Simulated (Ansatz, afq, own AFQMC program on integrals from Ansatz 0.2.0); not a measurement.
# CH$_{2}$O, triplet in cc-pVDZ, levels against CCSDT(Q)

```csv
atom,x (Å),y (Å),z (Å)
O,0.0000,0.0000,0.6438
C,0.0000,0.0000,-0.6606
H,0.0000,-0.9567,-1.1734
H,0.0000,0.9567,-1.1734
```

Connectivity, by distances: O–CH2.

Basis cc-pVDZ. Only valence electrons are correlated. Integrals, coupled cluster, full CI and functionals: Ansatz 0.2.0; the random walks run on the same integrals in our own AFQMC program. ph-AFQMC/CISD is guided by a CISD state made of CCSD amplitudes; releasing the constraint for a short imaginary time cuts its bias at the price of noise, slowly where states lie close. Error bars are statistical, one sigma.

Determinant: UHF, the one that the program's search chose, which needn't be the lowest solution. The geometry is a point of a scan.

No full CI on the walks' own integrals is used here; CCSDT(Q) serves as the reference and is uncertain by about the last step of the cluster series.

Cautions: lower spins were not checked.

```
T1 diagnostic                               : 0.0261
weight of the determinant in the CISD state : 0.895
⟨S²⟩ of the determinant                     : 2.015
size of the correlated space                : 12 electrons in 36 orbitals
```

```
  level  correlation energy (eV)
    MP2                  -7.1021
   CCSD                  -7.9395
CCSD(T)                  -8.1199
```

Task: Estimate where AFQMC with the constraint released lies against CCSD(T) on the same integrals.

Result: 4.6 ± 1.5 kJ/mol below CCSD(T).

Reference: CCSDT(Q), correlation energy -8.156 eV. The released energy is read at 1.62 1/Eh, later times being too noisy (meV from the phaseless value at times in 1/Eh: -1 ± 13 at 0.24, 11 ± 13 at 0.51, 11 ± 14 at 0.99, -4 ± 15 at 1.62, -5 ± 23 at 2.40).

```csv
level,E − E(reference) (kJ/mol),share of correlation (%)
CCSD(T),3.4,99.56
CCSDT,1.3,99.83
ph-AFQMC/HF,2.9 ± 4.8,99.63
ph-AFQMC/CISD,-0.8 ± 1.0,100.11
released AFQMC,-1.2 ± 1.5,100.15
```

A walk keeps the symmetry of its determinant, which the program's search chose and which needn't be the lowest solution, so a lower state of the same spin and another symmetry isn't excluded. Released energies are given only where the last usable release times agree within the noise; a slower fall can still hide under it.
